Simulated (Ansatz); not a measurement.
**How far each method lies from UCCSDT(Q) for H2Si–AsH2, doublet**

Geometry: a PBE0/def2-TZVP stationary point for this spin, not checked as a minimum.

```xyz
6

Si   -0.1246    0.0000    1.6820
As    0.0578    0.0000   -0.6674
H     0.5618   -1.2100    2.2225
H     0.5618    1.2100    2.2225
H    -0.9728   -1.1040   -0.8506
H    -0.9728    1.1040   -0.8506
```

Basis cc-pVTZ; Ansatz 0.2.0. Only valence electrons are correlated (noble-gas cores and the filled d shells of p-block atoms frozen), which leaves 13 electrons in 114 orbitals. Prefix R: restricted or restricted open-shell reference; prefix U: unrestricted. No spin–orbit coupling is included, and no scalar relativity.

Full CI isn't at hand for all of this; UCCSDT(Q) serves as the reference, and is uncertain by about the last step of the cluster series.

The UHF ⟨S²⟩ is 0.759 and the T1 diagnostic (RCCSD) is 0.0219. The largest doubles amplitude (RCCSD) is 0.034 and the T1 diagnostic (UCCSD) is 0.0175.

Task: From what is known of these methods and the diagnostics, rank them by the size of their error in total energy against UCCSDT(Q) in cc-pVTZ, smallest first (an estimate: the text doesn't fix the numbers).
A. UCCSD
B. UCCSDT
C. UMP2
D. UCCSD(T)
E. UHF

Result: B (1.4 kJ/mol), D (5.3 kJ/mol), A (34.6 kJ/mol), C (145.0 kJ/mol), E (807.1 kJ/mol).

All errors are against UCCSDT(Q) in cc-pVTZ. Within each family the higher level lies nearer, as is usual though not guaranteed.

Atomization energy (electronic, same basis, no zero-point term; atoms at the same level, unrestricted beside the R rows where the molecule is a closed shell, but restricted open-shell past Ca, as are all atoms' steps beyond CCSDT(Q)) at UCCSDT(Q): 1382.8 kJ/mol. Errors of other levels:

```tsv
level	error (kJ/mol)
UHF	-368.1
UMP2	-42.1
UCCSD	-16.9
UCCSD(T)	-1.4
UCCSDT	-1.1
```

This basis is far from its limit, so the value isn't to be set against a measured one.
